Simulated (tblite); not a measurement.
Compound: C3H7P.
Z-matrix (Å and degrees, GFN2-xTB geometry), rows numbered from 1:
```
C 
C   1  1.5296
C   2  1.4907  1  110.84
P   3  1.6696  2  128.13  1   116.45
H   1  1.0879  2  110.52  3    58.20
H   1  1.0880  2  110.30  3   -61.66
H   1  1.0875  2  110.34  3   178.34
H   2  1.0950  1  108.76  3  -119.87
H   2  1.0930  1  109.62  3   122.12
H   3  1.0842  2  114.95  1   -61.92
H   4  1.4065  3   96.95  2     1.13
```

Level: GFN2-xTB in tblite, geometry and Hessian alike; calculated harmonic values, unscaled, isolated species. Against measured fundamentals such values can be off by several per cent, at times by over 20. Modes of hydrogen on phosphorus can be 10 to 20 % off. One conformer, not necessarily the lowest.

Harmonic wavenumbers (cm⁻¹): 60.0, 211.3, 295.8, 361.1, 517.2, 810.1, 844.8, 852.6, 927.3, 1026.2, 1068.4, 1094.2, 1184.7, 1234.1, 1292.9, 1373.0, 1409.0, 1474.2, 1497.4, 1502.9, 2200.4, 2932.7, 2965.1, 3030.0, 3031.8, 3034.2, 3037.3.

A = 19939, B = 2633, C = 2617 MHz; mass 74.029 u (most abundant isotopes); point group C1, symmetry number 1.

**Question.** Zero-point energy?

**Answer.** ½Σν̃ = 19634 cm⁻¹ = 56.14 kcal/mol.

**Question.** Give the ideal-gas entropy at 273.15 K and 1 bar in the rigid-rotor, harmonic-oscillator model (classical rotation).

**Answer.** Translation 38.41, rotation 25.00, vibration 9.70: S = 73.1 cal/(mol K).

**Question.** And Cp and H(273.15 K) − H(0)?

**Answer.** Cp = 19.12 cal/(mol K), of which vibrations give 11.17 (their classical limit is 27 R = 53.7); H(273.15 K) − H(0) = 3.61 kcal/mol without the zero-point energy, 1.44 from vibrations.

**Question.** How do the functions run with temperature in this model?

**Answer.** 
| T (K) | S (cal/(mol K)) | Cp (cal/(mol K)) | H − H(0) (kcal/mol) | G − H(0) (kcal/mol) | ln q(vib) |
| --- | --- | --- | --- | --- | --- |
| 50 | 51.1 | 9.7 | 0.44 | -2.12 | 0.20 |
| 100 | 58.4 | 11.7 | 0.97 | -4.87 | 0.62 |
| 298.15 | 74.8 | 20.4 | 4.10 | -18.21 | 2.48 |
| 373.15 | 79.8 | 24.3 | 5.78 | -24.01 | 3.23 |
| 500 | 87.8 | 30.3 | 9.25 | -34.65 | 4.55 |
| 750 | 101.9 | 39.2 | 18.02 | -58.41 | 7.24 |
| 1000 | 114.1 | 45.2 | 28.61 | -85.44 | 9.89 |

q(vib) and H(0) count from the zero-point level.

**Question.** What must be added to the electronic energy to get the Gibbs energy at 273.15 K and 1 bar?

**Answer.** ZPE + [H(273.15 K) − H(0)] − T·S = 56.14 + 3.61 − 19.97 = 39.78 kcal/mol.

**Question.** Which modes carry the vibrational entropy at 273.15 K?

**Answer.** 60.0 cm⁻¹: 4.28; 211.3 cm⁻¹: 1.87; 295.8 cm⁻¹: 1.30; 361.1 cm⁻¹: 0.98; 517.2 cm⁻¹: 0.51; 810.1 cm⁻¹: 0.15 cal/(mol K); the other 21 give 0.60 together.

Hindered rotation and anharmonicity are outside this model. Other conformers, if any are populated, would add a mixing term that is left out. The structure is chiral; the term R ln 2 for an equal mix with its mirror image is left out.
